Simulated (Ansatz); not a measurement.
Molecule (SMILES): O (H2O).
Atoms: O1, H2, H3. Bonds: O1-H2, O1-H3.

Basis-set convergence of the optimised O1-H2 bond length at PBE0 with Ansatz (an electronic-structure program). All functions are spherical. The program fits the integrals of some runs and decomposes those of others, by size. No added dispersion term, no relativity. Reference: the value in pcseg-4, 0.9575 Å, itself unsure by roughly 0.0001 Å (its mean distance from aug-pcseg-3, aug-cc-pVQZ, cc-pV5Z). Deviations are taken from unrounded values.

| basis | functions | optimised O1-H2 bond length (Å) | minus reference (Å) |
|---|---|---|---|
| pcseg-0 | 13 | 0.9954 | 0.0379 |
| pcseg-1 | 24 | 0.9644 | 0.0069 |
| aug-cc-pVDZ | 41 | 0.9616 | 0.0042 |
| aug-pcseg-1 | 41 | 0.9624 | 0.0049 |
| pcseg-2 | 58 | 0.9575 | 0.0000 |
| jun-cc-pV(T+d)Z | 67 | 0.9587 | 0.0012 |
| aug-cc-pVTZ | 92 | 0.9588 | 0.0014 |
| aug-pcseg-2 | 92 | 0.9578 | 0.0003 |
| pcseg-3 | 126 | 0.9575 | 0.0000 |
| aug-cc-pVQZ | 172 | 0.9577 | 0.0002 |
| aug-pcseg-3 | 183 | 0.9575 | 0.0000 |
| pcseg-4 | 223 | 0.9575 | 0.0000 |

The smallest set listed that lies within 0.003 Å of the reference with all its larger relatives (same family, alike in diffuse functions; a set with none counts only in the reference's own line) is pcseg-2 (58 functions, 0.0000 Å off).
